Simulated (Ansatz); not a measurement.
Relaxation of C3H9NS (14 atoms, charge 0, multiplicity 1), to a largest force component of 0.015 eV/Å in at most 40 steps.

Theory: RKS revPBE/cc-pVDZ (Ansatz).

```xyz
14
Properties=species:S:1:pos:R:3
C -1.403 -0.677 1.599
S 0.271 -0.182 1.287
C 0.912 -0.223 3.000
C 2.094 0.875 3.091
N 1.481 -1.518 3.252
H -2.123 0.183 1.260
H -1.672 -1.557 1.067
H -1.561 -0.774 2.652
H 0.134 0.003 3.650
H 2.855 0.670 2.396
H 1.622 1.844 2.915
H 2.456 0.839 4.106
H 0.737 -2.261 3.057
H 2.188 -1.724 2.536
```

Problem. Where does it end, and by what steps?

Solution. The run converged. After 13 steps the energy has fallen by 0.757 eV; H6 moved furthest, 0.87 Å.

| step | energy less start (eV) | largest force component (eV/Å) | accepted |
| --- | --- | --- | --- |
| 0 | 0.0000 | 4.025 | yes |
| 1 | -0.5808 | 1.171 | yes |
| 2 | -0.6651 | 0.333 | yes |
| 3 | -0.6809 | 0.268 | yes |
| 4 | -0.6950 | 0.126 | yes |
| 5 | -0.7029 | 0.398 | yes |
| 6 | -0.7203 | 0.273 | yes |
| 7 | -0.7453 | 0.037 | yes |
| 8 | -0.7455 | 0.258 | yes |
| 9 | -0.7538 | 0.081 | yes |
| 10 | -0.7236 | 0.563 | no |
| 11 | -0.7556 | 0.041 | yes |
| 12 | -0.7563 | 0.025 | yes |
| 13 | -0.7566 | 0.009 | yes |

```xyz
14
Properties=species:S:1:pos:R:3
C -1.457 -0.701 1.614
S -0.009 0.415 1.484
C 0.964 -0.120 3.033
C 2.170 0.825 3.129
N 1.396 -1.506 3.087
H -2.091 -0.504 0.728
H -1.153 -1.769 1.593
H -2.052 -0.498 2.529
H 0.276 0.054 3.888
H 2.836 0.706 2.249
H 1.848 1.883 3.175
H 2.755 0.583 4.039
H 0.582 -2.137 3.087
H 1.925 -1.733 2.230
```

The run took 39 s on 2 threads of Arm Neoverse V2, with other jobs on the host, peak memory 0.17 GiB.
